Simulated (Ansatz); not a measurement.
# bcc Cs

The numbers are results of PBEsol in Ansatz (PAW), not measurements.

Numerical settings: plane-wave cutoff 520 eV, 18×18×18 k mesh, Fermi–Dirac smearing 0.1 eV, perturbation theory, force constants from a 6×6×6 q mesh, scalar-relativistic PAW data made under PBE.

Cell: relaxed at this level.

For bcc Cs, the zero-point energy is 0.004 eV/atom.

Spin–orbit coupling is not included.

Ansatz is a quantum-chemistry and plane-wave program.
